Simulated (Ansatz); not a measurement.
# C₂H₅ (doublet): from a generated start to a stationary point

Aim: relax a generated start of C₂H₅ (doublet) and see which bonds hold.

Computed with Ansatz 0.2.0, Gaussian basis. Level: UKS PBE0/def2-TZVP.

### Step 1. The starting structure

7 atoms, charge 0, spin multiplicity 2.

Atoms are counted from 1 here; the program's logs count them from 0.

Bond lengths: C1–C2 1.471 Å, C1–H3 1.087 Å, C1–H4 1.096 Å, C1–H5 1.096 Å, C2–H6 1.071 Å, C2–H7 1.073 Å. Angles: C2–C1–H3 111.6°, C2–C1–H4 111.1°, C2–C1–H5 111.1°, H3–C1–H4 108.5°, H3–C1–H5 108.5°, H4–C1–H5 105.7°, C1–C2–H6 121.5°, C1–C2–H7 119.9°, H6–C2–H7 118.6°.

Coordinates:

```
C    -0.7065    0.0058    0.0031
C     0.7642   -0.0014   -0.0034
H    -1.1012    1.0185    0.0116
H    -1.1005   -0.5292    0.8749
H    -1.1081   -0.5175   -0.8722
H     1.3275    0.9092    0.0003
H     1.2950   -0.9334   -0.0119
```

The start was built by rule and, where that kept it together, relaxed with GFN2-xTB. Sticks and bond lists go by distance. 

### Step 2. The run

in.yaml reads:

```yaml
crystal:
  periodic: [false, false, false]
  atoms:
    - {symbol: C, position_ang: [-0.706507, 0.005821, 0.003127]}
    - {symbol: C, position_ang: [0.764183, -0.001426, -0.003350]}
    - {symbol: H, position_ang: [-1.101226, 1.018527, 0.011614]}
    - {symbol: H, position_ang: [-1.100487, -0.529159, 0.874907]}
    - {symbol: H, position_ang: [-1.108123, -0.517492, -0.872243]}
    - {symbol: H, position_ang: [1.327549, 0.909151, 0.000269]}
    - {symbol: H, position_ang: [1.295020, -0.933393, -0.011893]}
basis:
  gaussian: {orbitals: def2-TZVP}
magnetization: {spin_polarized: true, initial_magnetization: 1}
hamiltonian: {xc: pbe0}
relax: {f_tol: 0.004, max_steps: 80}
```

Launch:

```bash
$ ansatz run in.yaml --threads 1 --pin off --events-out ev --progress --plain --max-ram 1740MiB
```

Q: Predict the outcome of this session. Wanted: energy gained; shift from the start; total energy; dipole moment; ⟨S²⟩.

The runs gave:

| quantity | value |
| --- | --- |
| steps | 4 |
| energy gained | 0.008 eV |
| shift from the start (rms) | 0.014 Å |
| total energy | -2151.9385 eV |
| dipole moment | 0.27 D |
| ⟨S²⟩ | 0.755 |

**Reading.** The bonds of the start are those of the end. C2–H6 went from 1.071 to 1.082 Å. No vibrations were run, so this is a stationary point, not a proven minimum, and this spin need not be the ground state's.
